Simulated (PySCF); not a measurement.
Compound: PH₃.
Geometry (PBE0-D3(BJ)/def2-SVP, Å), atoms numbered from 1 in this order:
```xyz
4
PH3 angstrom
P      0.0256   -0.0410    0.4763
H     -0.5990    1.0211   -0.2472
H      1.1993   -0.0042   -0.3374
H     -0.5896   -1.0495   -0.3272
```

The closed-shell ground state was solved at several levels (PySCF, density fitting, gas phase, non-relativistic).

```tsv
level	basis functions	total energy (Eh)	HOMO (eV)	LUMO (eV)	gap (eV)	dipole (D)
PBE0/pcSseg-0	19	-342.5811	-7.69	1.32	9.01	1.68
PBE0/pcSseg-3	175	-343.0283	-7.90	0.22	8.12	0.64
PBE0/aug-cc-pVDZ	54	-343.0053	-7.88	-0.16	7.72	0.68
PBE0/cc-pVDZ	33	-343.0031	-7.77	1.15	8.92	0.83
PBE0/cc-pVTZ	76	-343.0197	-7.87	0.83	8.70	0.69
```

Problem. What might PBE0/IGLO-III (74 basis functions) give for the same quantities?

Solution. Total energy -343.0157 Eh, HOMO -7.81 eV, LUMO 0.95 eV, gap 8.76 eV, dipole 0.61 D.

Problem. Over all these levels, which gives the widest orbital gap and which the narrowest?

Solution. PBE0/pcSseg-0 has the widest, 9.01 eV, and PBE0/aug-cc-pVDZ the narrowest, 7.72 eV. From the narrowest to the widest the HOMO moves by +0.19 eV and the LUMO by +1.48 eV.

Problem. How much does the basis alone move the frontier levels among the 6 PBE0 rows (the withheld one included)?

Solution. The HOMO by 0.21 eV and the LUMO by 1.48 eV. By rising basis size (HOMO, LUMO in eV): pcSseg-0 -7.69, 1.32; cc-pVDZ -7.77, 1.15; aug-cc-pVDZ -7.88, -0.16; IGLO-III -7.81, 0.95; cc-pVTZ -7.87, 0.83; pcSseg-3 -7.90, 0.22.

Problem. How far do the dipole and the HOMO energy spread over the levels?

Solution. The dipole runs from 0.61 to 1.68 D (mean 0.86 D) and the HOMO from -7.90 to -7.69 eV.
